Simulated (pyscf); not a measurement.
A first-order saddle from PySCF, ωB97X-D3(BJ)/def2-SVP:

```
Ga
F 1 1.7677
O 1 1.7807 2 120.71
H 3 0.9627 1 114.30 2 -28.67
N 1 1.9432 2 112.91 3 146.03
H 5 1.0190 1 117.16 2 -15.38
H 5 1.0190 6 108.63 1 137.39
H 5 1.3624 6 118.24 7 138.65
O 8 1.1883 5 138.02 6 118.01
H 9 0.9655 8 114.79 5 -119.35
```

Surface: singlet, charge 0. Lowest wavenumbers (cm⁻¹): 1104i, 134, 153, 163, 207.

**Question.** Which two sides does it connect, and which bonds change?

**Answer.** HO–Ga(OH)–F (SMILES [OH][Ga]([OH])[F]) + NH₃ (SMILES N) ⇌ H₂O (SMILES O) + H₂N–Ga(OH)–F (SMILES [NH2][Ga]([OH])[F]), a four-centre exchange read from left to right: Ga–O, H–N broken and H–O, Ga–N formed. At ωB97M-D3(BJ)/def2-TZVP it lies -7.0 kcal/mol from the left side and -10.6 kcal/mol from the right (each side as separated species at their lowest minima found). On the reactant side the descent ends in an adduct with a Ga–N contact, 31.9 kcal/mol under the separated species and 23.4 kcal/mol under the saddle at ωB97X-D3(BJ)/def2-TZVP. On the product side the descent ends in an adduct with a Ga–O contact, 18.7 kcal/mol under the separated species and 6.9 kcal/mol under the saddle at ωB97X-D3(BJ)/def2-TZVP. At ωB97M-D3(BJ) the saddle lies under the separated reactants, which points to a path from their complex (located at ωB97X-D3(BJ) alone). At ωB97M-D3(BJ) the saddle lies under the separated products, which points to a path from their complex (located at ωB97X-D3(BJ) alone), and parting the products costs more than the saddle. What is counted as formed (Ga–N) is already present as a longer contact in the reactant adduct; forming that adduct is a step of its own. What is counted as broken (Ga–O) persists as a longer contact in the product adduct; parting that adduct is a step of its own. This is the saddle that the search found; another between the same sides may lie lower. Elements up to Kr have no core potential and no relativistic terms here.
